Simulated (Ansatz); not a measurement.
**HAl–BeH, doublet: stretch scan**

Starting geometry (PBE0/def2-TZVP stationary point for this spin, not checked as a minimum):

```tsv
atom	x (Å)	y (Å)	z (Å)
Al	0.0000	-0.0872	0.6125
Be	0.0000	0.1455	-1.6947
H	0.0000	0.9982	1.7921
H	0.0000	0.0360	-3.0350
```

From there H3 moves along the line of the two atoms named below, all else staying in place; atoms are numbered as listed. Energies are in kcal/mol, counted from the starting geometry at the same level. Kohn–Sham curves are unrestricted where that lies lower.

Basis 6-31G; Ansatz 0.2.0. Only valence electrons are correlated (noble-gas cores frozen).

Unrestricted Kohn–Sham rows aren't spin-pure: their determinants' ⟨S²⟩ exceeds S(S+1) by up to 0.63, so they mix in states of higher spin. A value is left out where its run failed or describes another state than the reference as far as symmetry and spin tell, or, spin-broken singlets apart, can't be checked.

In so small a basis the reference is far from its limit while semilocal and hybrid functionals are nearer theirs (RPA and double hybrids share part of the reference's basis error), so the functionals' errors here hold much of the reference's basis and frozen-core error, which can add to them or hide them. The set has no polarisation functions, which weighs most on the reference.

Full CI is exact within this basis and frozen core; it isn't the basis-set limit.

| distance Al1-H3 (Å) | full CI | SPW92 | PBE | r2SCAN | PBE0 | B3LYP | wB97M-V | B2PLYP | RPA-PBE |
| --- | --- | --- | --- | --- | --- | --- | --- | --- | --- |
| 1.283 | 27.5 | 26.8 | 26.8 | 25.8 | 26.1 | 25.4 | 25.0 | 25.6 | 27.9 |
| 1.458 | 5.6 | 5.3 | 5.3 | 4.8 | 4.9 | 4.7 | 4.4 | 4.7 | 5.8 |
| 1.603 | 0.0 | 0.0 | 0.0 | 0.0 | 0.0 | 0.0 | 0.0 | 0.0 | 0.0 |
| 1.804 | 2.0 | 2.4 | 2.4 | 3.1 | 3.1 | 3.2 | 3.6 | 3.3 | 1.7 |
| 2.000 | 9.1 | 10.0 | 10.0 | 11.5 | 11.5 | 11.4 | 12.3 | 11.7 | 8.6 |
| 2.187 | 17.5 | 19.0 | 19.1 | 21.2 | 21.4 | 20.9 | 22.5 | 21.5 | 16.8 |
| 2.596 | 34.6 | 39.0 | 38.8 | 42.0 | 42.7 | 41.1 | 44.4 | 42.6 | 34.2 |
| 2.965 | 45.5 | 53.5 | 52.4 | 53.6 | 54.8 | 52.9 | 56.3 | 53.2 | 46.3 |
| 3.549 | 52.7 | 64.9 | 61.4 | 62.1 | 61.7 | 60.9 | 61.2 | 59.2 | 52.9 |
| 4.317 | 53.3 | 69.4 | 63.7 | 66.0 | 63.5 | 63.7 | 61.7 | 60.9 | 52.8 |
| 5.353 | 53.3 | 70.6 | – | 67.1 | – | 64.3 | 61.8 | 61.2 | – |

wB97M-V at 5.353 Å lies 8.5 kcal/mol (16 %) above the reference in this basis. B2PLYP at 5.353 Å lies 7.9 kcal/mol (15 %) above the reference in this basis. B3LYP at 5.353 Å lies 11.0 kcal/mol (21 %) above the reference in this basis. SPW92 at 5.353 Å lies 17.3 kcal/mol (32 %) above the reference in this basis.
